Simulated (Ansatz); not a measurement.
The inner images of a band of AlH3 + H3P (8 atoms, charge 0, multiplicity 1) are given out of order.

Computed with RKS PBE/def2-SVP in Ansatz 0.2.0.

Initial state:

```xyz
8
Properties=species:S:1:pos:R:3
Al 0.021 0.059 0.132
H -0.085 0.742 1.584
H 1.453 -0.070 -0.575
H -1.319 -0.235 -0.697
P 0.178 -2.982 1.210
H -0.665 -2.812 0.055
H 1.382 -2.660 0.489
H -0.019 -1.620 1.689
```

Final state:

```xyz
8
Properties=species:S:1:pos:R:3
Al 0.098 -0.683 -0.046
H -0.116 0.600 1.781
H 1.436 0.164 -0.288
H -1.323 -0.127 -0.532
P 0.221 -2.857 0.872
H -0.636 -3.395 -0.154
H 1.436 -3.167 0.163
H -0.170 -0.111 2.091
```

Task: Put them in order from the first end to the last, with their energies above the first end.
A.
```xyz
8
Properties=species:S:1:pos:R:3
Al 0.058 -0.449 -0.026
H -0.061 0.161 1.716
H 1.482 0.074 -0.516
H -1.392 -0.126 -0.606
P 0.123 -2.670 1.126
H -0.645 -3.028 -0.029
H 1.409 -2.804 0.501
H -0.026 -0.736 1.720
```
B.
```xyz
8
Properties=species:S:1:pos:R:3
Al 0.069 -0.651 -0.070
H -0.090 0.508 1.802
H 1.419 0.153 -0.380
H -1.355 -0.073 -0.521
P 0.140 -2.808 0.897
H -0.585 -3.372 -0.212
H 1.435 -3.098 0.339
H -0.085 -0.238 2.032
```
C.
```xyz
8
Properties=species:S:1:pos:R:3
Al 0.035 -0.147 0.069
H -0.059 0.285 1.644
H 1.488 0.016 -0.568
H -1.384 -0.177 -0.659
P 0.133 -2.746 1.240
H -0.652 -2.868 0.036
H 1.388 -2.708 0.537
H 0.001 -1.233 1.587
```
D.
```xyz
8
Properties=species:S:1:pos:R:3
Al 0.023 -0.014 0.106
H -0.066 0.484 1.633
H 1.458 -0.020 -0.603
H -1.351 -0.199 -0.697
P 0.149 -2.873 1.249
H -0.651 -2.814 0.053
H 1.388 -2.687 0.543
H -0.002 -1.454 1.602
```
E.
```xyz
8
Properties=species:S:1:pos:R:3
Al 0.047 -0.301 0.021
H -0.058 0.169 1.669
H 1.494 0.046 -0.538
H -1.398 -0.153 -0.628
P 0.127 -2.685 1.191
H -0.650 -2.942 0.008
H 1.398 -2.748 0.522
H -0.012 -0.962 1.642
```
F.
```xyz
8
Properties=species:S:1:pos:R:3
Al 0.065 -0.557 -0.063
H -0.066 0.246 1.773
H 1.459 0.109 -0.480
H -1.375 -0.088 -0.576
P 0.119 -2.688 1.043
H -0.629 -3.147 -0.092
H 1.417 -2.891 0.461
H -0.041 -0.562 1.821
```
G.
```xyz
8
Properties=species:S:1:pos:R:3
Al 0.066 -0.610 -0.079
H -0.075 0.372 1.806
H 1.435 0.139 -0.440
H -1.362 -0.062 -0.551
P 0.120 -2.738 0.964
H -0.602 -3.277 -0.156
H 1.424 -2.996 0.413
H -0.058 -0.406 1.928
```

Result: D (+0.05 eV), C (+0.31 eV), E (+0.60 eV), A (+0.36 eV), F (+0.01 eV), G (-0.18 eV), B (-0.26 eV).

Run time: 77 s on 1 thread of Arm Neoverse V2 (shared host), peak memory 0.11 GiB.
